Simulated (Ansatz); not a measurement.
GaB, triplet: the ladder up to full CI

Geometry: a point of a stretch scan, not a stationary point.

```json
{"atom": "B", "x (Å)": "0.0000", "y (Å)": "0.0000", "z (Å)": "0.0000"}
{"atom": "Ga", "x (Å)": "0.0000", "y (Å)": "0.0000", "z (Å)": "2.2100"}
```

Basis cc-pVDZ; Ansatz 0.2.0. Only valence electrons are correlated (noble-gas cores and the filled d shells of p-block atoms frozen), which leaves 6 electrons in 26 orbitals. Prefix R: restricted or restricted open-shell reference; prefix U: unrestricted. Active spaces: pair = (4e, 4o) about the gap; valence = (6e, 8o) chosen from the atoms' valence shells. No spin–orbit coupling is included, and no scalar relativity.

Full CI is exact within this basis and frozen core; it isn't the basis-set limit. The frozen core follows each run's orbitals, which can shift R against U totals by a few meV for light atoms and by up to 0.1 eV past Ca.

For open shells CISD is restricted-active-space CI with the open shells as a complete middle space.

- UHF ⟨S²⟩: 2.089
- T1 diagnostic (RCCSD): 0.0578
- largest doubles amplitude (RCCSD): 0.106

| level | E − E(full CI) (meV) | share of correlation (%) | wall time |
| --- | --- | --- | --- |
| RHF | 3346 | 0.00 | – |
| RMP2 | 1089 | 67.45 | – |
| CISD | 322 | 90.37 | 1.9 s |
| RCCSD | 173 | 94.82 | – |
| RCCSD(T) | 54 | 98.39 | 5.5 s |
| BCCD(T) | 48 | 98.56 | 5.5 s |
| RCCSDT | 8 | 99.78 | – |
| RCCSDT(Q) | 1 | 99.97 | 9.5 s |
| CASSCF (valence space)† | 1656 | – | – |
| NEVPT2 (valence space)† | 400 | – | 3.6 s |
| NEVPT4(SD) (valence space)† | 42 | – | 4.2 s |
| MRCISD (valence space)† | 78 | – | – |
| MRCISD+Q (valence space)† | 2 | – | 4.3 s |

A dagger marks rows that describe another state than the reference (another or a broken symmetry, a higher spin or other natural occupations), so the difference holds a gap between states beside the method's error.

The correlation energy at full CI, counted from RHF, is -3.346 eV. That run took 17 s on 1 thread of Arm Neoverse V2, shared host over 1,689,856 determinants.

Run but not shown, since their state, orbitals or frozen core can't be matched to the reference's or they repeat it: UHF, UMP2, UCCSD, UCCSD(T), UCCSDT, UCCSDT(Q), CASSCF (pair space), NEVPT2 (pair space), MRCISD (pair space), MRCISD+Q (pair space).

Times hold each run's SCF and search for its determinant on a shared host, so for small cases they say little of a method's own cost; they ran on 1 thread of Arm Neoverse V2.

The full-CI state has the irrep B2 of C2v, in the program's axes (one component, if the state is degenerate).

Natural occupations of full CI about the gap: 1.925 1.863 0.992 0.967 0.060 0.056 0.039 0.033 0.010 0.009; effectively unpaired electrons, Σ n²(2−n)², 2.12.
